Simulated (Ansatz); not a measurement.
# One element changed: atomization energies of Cl–BH–Cl, Cl–AlH–Cl, Cl–GaH–Cl

Ansatz 0.2.0, basis cc-pVDZ; geometries are PBE0/def2-TZVP minima. Wave-function levels freeze the cores with the filled d shells of p-block atoms; HF, MP2 and coupled cluster are restricted for singlets and unrestricted otherwise, atoms included, restricted open-shell where a d shell is frozen. The reference is CCSDT(Q) (coupled cluster only where its series has nearly closed). An error is the level's value less the reference. None of these values is a measured one. Energies are electronic, without zero-point terms. No spin–orbit coupling and no scalar relativity. The set is small: it underbinds, by tens of kJ/mol for each bond, so near ties and functionals' places can change in larger sets. The species are chosen: bound, without strong static correlation by their natural occupations or amplitudes, in their lowest spin state as far as vertical gaps and like structures tell, and with a ladder that closes on the reference, so errors are smaller than for species at large; levels whose determinant breaks symmetry or spin markedly are left out.

| species | bonds (Å) | quantity | symmetry of the states | reference | value (kJ/mol) | error CCSD | error CCSD(T) | error CCSDT |
| --- | --- | --- | --- | --- | --- | --- | --- | --- |
| Cl–BH–Cl, singlet | B–Cl 1.734, B–H 1.187, angles at B 120/121° | atomization | A1 | CCSDT(Q) | 1211.4 | -18.2 | -1.1 | -1.2 |
| Cl–GaH–Cl, singlet | Cl–Ga 2.129, Ga–H 1.545, angles at Ga 115/122° | atomization | A1 | CCSDT(Q) | 931.2 | -13.1 | -1.4 | -1.2 |

Task: One member is withheld: Cl–AlH–Cl, singlet (Al–Cl 2.083, Al–H 1.564, angles at Al 118/121°), where CCSD gives 1029.1 kJ/mol for the atomization. Estimate from the other members what CCSDT(Q) gives.

Result: The errors of CCSD for the others average -15.6 kJ/mol; taking that off gives 1044.7, which misses by 4.1, against 11.5 without the correction. The computed value at CCSDT(Q) is 1040.6 kJ/mol. Errors against it: CCSD -11.5, CCSD(T) -0.9, CCSDT -1.1.

The reference falls from B to Ga, by 280.2 kJ/mol in all.
